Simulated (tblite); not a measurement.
What does the GFN2-xTB structure of `C[CH]NC(C)=O` [radical] look like in three dimensions? (Doublet state.)

Z-matrix in Å and degrees, rows numbered from 1:
```
C 
C   1  1.4768
N   2  1.3590  1  121.57
C   3  1.3747  2  124.93  1   179.95
C   4  1.5125  3  113.01  2  -179.65
O   4  1.2191  3  122.19  2     0.37
H   1  1.0938  2  111.14  3   118.10
H   1  1.0888  2  111.07  3    -2.62
H   1  1.0930  2  110.96  3  -123.37
H   2  1.0736  1  122.27  3  -179.51
H   3  1.0124  2  117.16  1     0.32
H   5  1.0891  4  110.59  3    58.49
H   5  1.0891  4  110.38  3   -61.90
H   5  1.0858  4  109.04  3   178.45
```

N3 (nitrogen bonded to 2 C and H) is planar (angles 124.9°, 117.9° and 117.2°, sum 360.0°, 0.00 Å off the plane of its three neighbours). C2 (carbon bonded to C, N and H) is planar (angles 122.3°, 121.6° and 116.2°, sum 360.0°, 0.00 Å off the plane of its three neighbours). C4 (carbon bonded to C, N and O) is planar (angles 124.8°, 122.2° and 113.0°, sum 360.0°, 0.00 Å off the plane of its three neighbours). The 6 heavy atoms lie in one plane (0.002 Å rms).

Computed geometry: GFN2-xTB, gas phase. This method treats the open shell by occupation alone, without spin polarisation.

Point group: near Cs, missed by 0.09 Å at most; the miss may be what the optimiser left on a soft mode. Its GFN2-xTB frequencies are all real (lowest 33 cm⁻¹). Torsions: C1–C2–N3–C4 180°, C2–N3–C4–C5 180°. 3 starts were optimised and ended at 0.00, 0.00 and 2.50 kcal/mol (GFN2-xTB); the lowest of these is shown.

One conformer stands for the species.
